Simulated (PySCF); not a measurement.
4-cyanopyridine radical anion, C₆H₄N₂ (charge -1 and doublet state).
Atom-mapped SMILES: `[N:1]#[C:2][c:3]1[cH:4][cH:5][n:6][cH:7][cH:8]1` (hydrogens: H9 on C4; H10 on C5; H11 on C7; H12 on C8)

Identity: `N#CC1=CC=NC=C1` (4-cyanopyridine radical anion) [SMILES of the parent framework; charge -1 and doublet state].

Method used: PySCF, UKS B3LYP, IGLO-III on C N, pcH-1 on H, non-relativistic, mean-field spin-orbit, GIAO. Geometry: PBE0-D3(BJ)/def2-SVP; no solvent, vibrations or thermal averaging. Whether the extra electron is bound in the gas phase wasn't checked; a finite basis holds it in any case. The geometry's basis has no diffuse functions, a weakness for an anion. The SCF solution wasn't tested for stability. No frequencies were computed at this geometry's level, so the symmetric structure isn't shown to be a minimum.

(1) Match the computed a_iso(14N) values +13.4, +6.5 MHz with the sites N1; N6.

(2) Match the computed a_iso(13C) values -25.5, +18.1, -12.1, -2.2 MHz (means over equivalent nuclei) with the sites C2; C3; C4/C8; C5/C7.

(3) The isotropic 1H couplings, averaged over equivalent nuclei, are -8.4, -2.9 MHz. Assign them to H9/H12; H10/H11.

## Answers

(1) 
| site | a_iso (MHz) | ρ(0) (bohr⁻³) | position | distance from C3 (Å) | spin population | largest \|T\| (MHz) |
| --- | --- | --- | --- | --- | --- | --- |
| N1 | +6.5 | +0.0201 | a main spin site | 2.58 | +0.24 | 19.6 |
| N6 | +13.4 | +0.0415 | a main spin site | 2.90 | +0.31 | 29.1 |

(2) 
```tsv
site	a_iso (MHz)	ρ(0) (bohr⁻³)	position	distance from C3 (Å)	spin population	largest |T| (MHz)
C2	-25.5	-0.0227	1 bond from N1	1.40	-0.06	7.2
C3	+18.1	+0.0161	largest spin population	0.00	+0.32	54.1
C4/C8	-2.2	-0.0019	1 bond from C3	1.44	+0.12	17.7
C5/C7	-12.1	-0.0108	1 bond from N6	2.44	-0.01	1.8
```

(3) 
| site | a_iso (MHz) | ρ(0) (bohr⁻³) | position | distance from C3 (Å) | bound to | spin population there | largest \|T\| (MHz) |
| --- | --- | --- | --- | --- | --- | --- | --- |
| H9/H12 | -8.4 | -0.0019 | 2 bonds from C3, on C4 of spin population +0.12 | 2.20 | C4/C8 | +0.12 | 5.8 |
| H10/H11 | -2.9 | -0.0006 | 2 bonds from N6 | 3.43 | C5/C7 | -0.01 | 3.2 |

ρ(0) is the spin density at the nucleus and T the dipolar tensor; entries for several nuclei are means. The largest Mulliken spin populations are on C3 (+0.32), N6 (+0.31), N1 (+0.24) and C8 (+0.12). Three atoms exceed +0.15. Main spin sites, with 60 % or more of the largest population: N1, C3, N6; positions count bonds from the nearest.

Examples of negative spin density at the nucleus (bohr⁻³): C2 (-0.0227), C5/C7 (-0.0108) and C4/C8 (-0.0019).
